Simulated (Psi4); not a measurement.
**C3H5NO (methoxyacetonitrile): the vertical ionisation energy from total energies**

The species is C3H5NO (10 atoms), meant as a singlet with charge 0. SMILES: `COCC#N`. Geometry: relaxed at PBE0-D4/def2-TZVP. This is one conformer, not always the lowest.

| atom | x (Å) | y (Å) | z (Å) |
| --- | --- | --- | --- |
| C | -1.3411 | 0.1991 | 0.1521 |
| O | -0.4733 | -0.3027 | -0.8400 |
| C | 0.7973 | -0.6043 | -0.3578 |
| C | 1.5407 | 0.5848 | 0.0857 |
| N | 2.1068 | 1.5202 | 0.4391 |
| H | -2.3045 | 0.3649 | -0.3270 |
| H | -0.9752 | 1.1470 | 0.5632 |
| H | -1.4636 | -0.5219 | 0.9707 |
| H | 1.3532 | -1.0764 | -1.1707 |
| H | 0.7598 | -1.3108 | 0.4847 |

Both states at this one shape; open shells run unrestricted unless said. 1 Eh = 27.2114 eV.

| level | program | singlet C3H5NO (Eh) | doublet C3H5NO+ (Eh) | HOMO of the first (eV) |
| --- | --- | --- | --- | --- |
| HF/def2-SVP | Psi4 | -245.605247 | -245.240317 | -12.64 |
| BLYP/def2-SVP | Psi4 | -246.988242 | -246.612860 | -6.44 |
| B2PLYP/def2-SVP (density fitting for correlation), 5 core orbitals frozen | Psi4 | -246.824829 | -246.427368 | -9.93 |

**Question.** Work out the vertical ionisation energy at each level.

**Answer.** 
1. HF/def2-SVP: -245.240317 − (-245.605247) = 0.364930 Eh = 9.93 eV; −ε(HOMO) = 12.64 eV.
2. BLYP/def2-SVP: -246.612860 − (-246.988242) = 0.375382 Eh = 10.21 eV; −ε(HOMO) = 6.44 eV.
3. B2PLYP/def2-SVP (density fitting for correlation): -246.427368 − (-246.824829) = 0.397461 Eh = 10.82 eV; −ε(HOMO) = 9.93 eV.

No measured value is set beside it here; the levels span 9.93 to 10.82 eV. In Hartree–Fock, −ε(HOMO) (Koopmans) exceeds the difference of totals by the orbital relaxation of the ion. In semi-local functionals −ε(HOMO) lies far under the ionisation energy, a result of self-interaction, while the difference of totals does much better. Hartree–Fock favours the state with fewer electron pairs, since it lacks pair correlation.
